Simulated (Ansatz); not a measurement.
System: 2H WS2. Method: LDA in Ansatz (plane waves, PAW).

Settings: plane-wave cutoff 500 eV, 18×18×4 k mesh (along the axes of the cell as run), gaussian smearing 0.02 eV, no spin polarisation, scalar-relativistic PAW data made under PBE.

Cell (relaxed at this level):

```cif
data_S4W2
_chemical_formula_sum 'W2 S4'
_space_group_name_H-M_alt 'P63/mmc'
_space_group_IT_number 194
_space_group_name_Hall '-P 6c 2c'
_cell_length_a 3.12678
_cell_length_b 3.12678
_cell_length_c 12.15799
_cell_angle_alpha 90.000
_cell_angle_beta 90.000
_cell_angle_gamma 120.000
loop_
_atom_site_label
_atom_site_type_symbol
_atom_site_symmetry_multiplicity
_atom_site_Wyckoff_symbol
_atom_site_fract_x
_atom_site_fract_y
_atom_site_fract_z
_atom_site_occupancy
W1 W 2 c 0.33333 0.66667 0.25000 1
S1 S 4 f 0.66667 0.33333 0.12152 1
```

### Question
Estimate the band gap that the calculation returns.

### Answer

band gap: 0.84 eV (on the SCF k mesh)

Measured, for comparison: band gap 1.35 eV (room temperature, no zero-point or thermal correction, bulk 2H; as tabulated in Bastos et al. (2019), arXiv:1903.08112).

Spin–orbit coupling is not included.

Computed values are for the static lattice.

The result took roughly 80 core-seconds.

Ansatz is a quantum-chemistry and plane-wave program.
